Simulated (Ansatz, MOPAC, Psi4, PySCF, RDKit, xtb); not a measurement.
Complex: NH3 (SMILES N) (first 4 atoms) with NH3 (SMILES N); geometry from NCB31 set.
(charge 0, multiplicity 1):
```csv
atom,x (Å),y (Å),z (Å)
N,1.5752,0.0001,-0.0426
H,2.1311,0.8139,-0.2866
H,1.4965,-0.0029,0.9703
H,2.1317,-0.8119,-0.2915
N,-1.6882,0.0001,0.1048
H,-2.1264,-0.8127,-0.3173
H,-2.1274,0.8118,-0.3182
H,-0.7143,0.0005,-0.1924
```

Monomers are frozen at their geometry in the pair; levels with a basis set take the counterpoise correction. RDKit's UFF carries no charges.

Cores are frozen in the correlated methods. The state that PM3 reach isn't checked.

The values were computed with Ansatz (Gaussian basis) for Hartree–Fock, density functionals and correlated methods; MOPAC for PM3 (differences of heats of formation); Psi4 for SAPT; PySCF for the dispersion terms; RDKit for the force fields; xtb for the GFN methods. 

| level | interaction energy (kcal/mol) |
|---|---|
| UFF | 2.42 |
| PM3 | 0.09 |
| GFN2-xTB | -2.48 |
| BLYP-D4/def2-TZVPPD | -3.06 |
| B3LYP/def2-TZVPPD | -2.42 |
| B2PLYP-D3(BJ)/def2-TZVPPD | -3.05 |
| B2PLYP-D4/def2-TZVPPD | -3.06 |
| CCSD(T)/aug-cc-pVDZ | ___ |
| SAPT0/jun-cc-pV(D+d)Z | -2.99 |

**Question.** Fill in the missing entries.

**Answer.** 
- CCSD(T)/aug-cc-pVDZ, interaction energy (kcal/mol): -2.68

Ansatz is a program for electronic structure.
